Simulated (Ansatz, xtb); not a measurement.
## Two isomers of C4H11OP

We compare X, `CCP(C)(C)=O`, a singlet, with Y, `CC(C)[P@H](C)=O`, a singlet. Both are isolated molecules in the gas phase, relaxed with PBE-D3(BJ)/def2-SVP, each in the lowest conformer that the search found.

Energies in hartree; the thermal terms are from GFN2-xTB frequencies at re-optimised GFN2-xTB minima (ideal gas, soft modes damped towards free rotors, one conformer each, 298.15 K, 1 atm) and include the zero-point energy:

|  | X | Y |
| --- | --- | --- |
| E, CCSD(T)/def2-SVP | −574.215063 | −574.202818 |
| E, MP2/def2-SVP | −574.116602 | −574.103626 |
| E, MP2/def2-TZVPP | −574.741967 | −574.725310 |
| zero-point energy | 0.142488 | 0.142616 |
| H(298 K) − E | 0.152629 | 0.152336 |
| G(298 K) − E | 0.109275 | 0.109834 |

Question: Correct the CCSD(T) difference for the basis set by the MP2 change, then work out ΔE, ΔE₀, ΔH and ΔG for X → Y in kJ/mol (1 Eh = 2625.50 kJ/mol) and the equilibrium ratio [Y]/[X].

Answer: 1. Differences Y − X: CCSD(T) +0.012245, MP2 in the small set +0.012976, MP2 in the large set +0.016657 Eh.
2. ΔE = +0.012245 + (+0.016657 − (+0.012976)) = +0.015926 Eh = +41.81 kJ/mol.
3. ΔE₀ = ΔE + ΔZPE = +0.015926 + (+0.000128) Eh = +42.15 kJ/mol.
4. ΔH = ΔE + (−0.000293) Eh = +41.04 kJ/mol.
5. ΔG = ΔE + (+0.000559) Eh = +43.28 kJ/mol, so ΔS = (ΔH − ΔG)/T = −7.5 J/(mol K).
6. kT = 0.9442 mEh, so K = [Y]/[X] = exp(−ΔG/kT) = exp(−17.46) ≈ 2.6 × 10^−8.

Structure X is favoured at this temperature. An error of 4 kJ/mol in ΔG would change K by a factor of 5. GFN2-xTB gave ΔE the other sign. Mirror images and further conformers aren't counted.

As drawn, Y has 1 C–C, 1 P–H in place of 1 C–P, 1 C–H.

Other levels gave ΔE = −2.3 (GFN2-xTB); +51.2 (HF/STO-3G, GFN2-xTB geometries); +43.2 (r2SCAN-D4/def2-SVP, GFN2-xTB geometries); +37.3 (PBE-D3(BJ)/def2-SVP); +41.4 (HF/def2-SVP); +34.1 (MP2/def2-SVP); +32.1 (CCSD(T)/def2-SVP) kJ/mol. The correlated steps freeze 10 core orbitals. Programs: Ansatz 0.2.0, xtb 6.7.1.
